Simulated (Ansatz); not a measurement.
Geometry optimisation, RKS BHLYP-D4/6-31G* (Ansatz).

input.yaml

```yaml
crystal:
  periodic: [false, false, false]
  atoms:
    - { symbol: Al, position_ang: [0.0, 0.0, 0.0] }
    - { symbol: "N", position_ang: [1.379, 0.0, 1.6102] }
    - { symbol: H, position_ang: [0.502, -0.2713, 2.1402] }
    - { symbol: H, position_ang: [2.256, 0.2713, 2.1402] }
    - { symbol: H, position_ang: [1.7491, 0.0, 0.1958] }
    - { symbol: O, position_ang: [-1.5415, 0.0, -0.89] }
    - { symbol: H, position_ang: [-2.0512, -0.8467, -0.6815] }
basis:
  gaussian: { orbitals: "6-31G*" }
hamiltonian:
  xc: { name: BHLYP }
  dispersion: d4
relax:
  f_tol: 0.15
  max_steps: 25
  restrain:
    - { distance: [1, 4], at: 1.06, k: 30.0 }
    - { distance: [0, 1], at: 3.12, k: 30.0 }
    - { distance: [0, 4], at: 2.76, k: 30.0 }
output:
  orbitals: {}
```

Command:

```bash
$ ansatz run input.yaml --threads 1 --pin off --max-ram 2048MiB --backend cpu --events-out ev --progress --plain --runs-dir out
```

Question: Where does it end, and by what steps?

Answer: The forces met the threshold. The restraints hold the end off the free minimum. After 20 steps the energy has fallen by 4.560 eV (the restraints' own energy left out); Al1 moved furthest, 1.31 Å. Parted: Al1–N2 (2.12 → 3.11 Å). Joined: N2–H5 (1.46 → 1.03 Å).

```
step  energy less start (eV)  largest force component (eV/Å)  accepted
   0                  0.0000                           2.064       yes
   1                 -0.2520                           4.933       yes
   2                 -0.3835                           9.486       yes
   3                 -1.9041                           8.532       yes
   4                 -3.5620                           2.529       yes
   5                 -3.8770                           3.387       yes
   6                 -3.9608                           1.645       yes
   7                 -4.1418                           1.065       yes
   8                 -4.2778                           1.012       yes
   9                 -4.3684                           0.993       yes
  10                 -4.4558                           0.836       yes
  11                 -4.5057                           0.842       yes
  12                 -4.5366                           0.831       yes
  13                 -4.5379                           0.829       yes
  14                 -4.3971                           2.532        no
  15                 -4.5452                           0.852       yes
  16                 -4.5531                           0.874       yes
  17                 -4.5517                           0.848        no
  18                 -4.5554                           0.843       yes
  19                 -4.5581                           0.880       yes
  20                 -4.5597                           0.852       yes
```

```xyz
7
Properties=species:S:1:pos:R:3
Al -0.128 0.376 -1.252
N 1.171 -0.049 1.542
H 1.067 0.567 2.334
H 1.744 -0.824 1.839
H 1.703 0.467 0.824
O -1.528 -0.497 -0.809
H -1.735 -0.887 0.038
```

The run took 29 s on 1 thread of Arm Neoverse V2, with other jobs on the host, peak memory 0.13 GiB.
